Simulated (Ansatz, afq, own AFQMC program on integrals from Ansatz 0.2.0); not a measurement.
Integrals from Ansatz 0.2.0, then the random walk in our own AFQMC program (afq).

```yaml
crystal:
  periodic: [false, false, false]
  atoms:
    - {symbol: O, position_ang: [-1.093123, -0.025232, 0.000000]}
    - {symbol: H, position_ang: [-1.342433, 0.901344, 0.000000]}
    - {symbol: H, position_ang: [-0.133594, -0.025232, 0.000000]}
    - {symbol: F, position_ang: [0.998877, -0.025232, 0.000000]}
basis:
  gaussian: {orbitals: cc-pVTZ}
magnetization: {spin_polarized: true, initial_magnetization: 1}
correlation: {method: ccsd_t, electrons: outside_noble_gas, hamiltonian_folder: ham}
```

```sh
$ ansatz run in.yaml --threads 1 --pin off --events-out ev --progress --plain --max-ram 16896MiB --backend cuda --devices 0, --max-vram 18GiB
```

afq runs on the folder ham with

```
--method phaseless --trial cisd --walkers 1400 --populations 20 --least-time 60 --time-step 0.005 --steps-per-block 50 --equilibration-blocks 28 --max-blocks 4000 --target-error 0.00023 --factor-cut 1e-05 --start spin_pure --seed 6615 --release-times 0.24,0.51,0.99,1.5 --release-step 0.03 --release-every 4 --taylor-order 6
```

Times are imaginary, in 1/Eh. The walk had a cap of 238 s. With eight or more populations the least sampling time is a fifth of least-time, and the error comes from their spread.

Log:

```
orbitals 86  electrons 8 7  factors 536 of 537
reference energy -175.40533640 Eh
CCSD correlation -0.50749866 Eh in 15 cycles, weight of the determinant in the CISD state 0.8747
energy of the start -175.911005 Eh
 block  time / (1/Eh)  mean weight  energy / Eh
     1     0.250  0.9992  -175.911201
     2     0.500  0.9998  -175.918172
     3     0.750  1.0003  -175.922015
     4     1.000  0.9999  -175.923751
     5     1.250  1.0000  -175.926223
     8     2.000  0.9993  -175.926994
    11     2.750  1.0008  -175.926815
    26     6.500  0.9995  -175.925552
    41    10.250  1.0000  -175.927441
    46    11.500  1.0002  -175.924501
    56    14.000  1.0000  -175.927680
    71    17.750  0.9994  -175.928272
    86    21.500  1.0003  -175.926978
   101    25.250  0.9993  -175.926378
   116    29.000  1.0010  -175.929234
   131    32.750  0.9991  -175.926193
   146    36.500  1.0010  -175.930674
   151    37.750  1.0000  -175.931289
   161    40.250  1.0006  -175.926203
   176    44.000  0.9990  -175.928356
   191    47.750  0.9995  -175.925143
   206    51.500  1.0000  -175.924867
   221    55.250  0.9996  -175.927736
error from the spread of 20 populations
released: time / (1/Eh)  energy / Eh  error  mean overlap
  0.24  -175.927923  0.000121  0.9921
  0.51  -175.928590  0.000222  0.9792
  0.99  -175.929821  0.000351  0.9664
  1.50  -175.928811  0.000344  0.9566
energy -175.927528 +/- 0.000156 Eh
(rows thinned)
```

The run passed its tests (sampling time, drift between the halves within three errors, error under three times the target), which doesn't prove that it has relaxed, ending at its cap on processor time.

Against this walk (error 4.3 meV) on the same determinant: CCSD(T) 3.5 meV lower (within the noise). The error is statistical and leaves out the bias of the constraint. None of these is a sure reference here. The released energies get too noisy after the second time (errors over twice the walk's own, or jumping) (meV from the phaseless value at times in 1/Eh: -11 ± 3 at 0.24, -29 ± 6 at 0.51, -62 ± 10 at 0.99, -35 ± 9 at 1.50), so they give no level; they do show a bias of the constraint, and the last of them that isn't too noisy lies 25 meV below CCSD(T).

Cautions: constraint bias not in the error.

The walk took 4 min on 1 × NVIDIA H100 80GB HBM3 with 2 threads of AMD EPYC 7R13 Processor (Zen 3) (shared host) (the card was shared). The log's last line is the phaseless energy.

A walk keeps the symmetry of its determinant, which the program's search chose and which needn't be the lowest solution, so a lower state of the same spin and another symmetry isn't excluded.
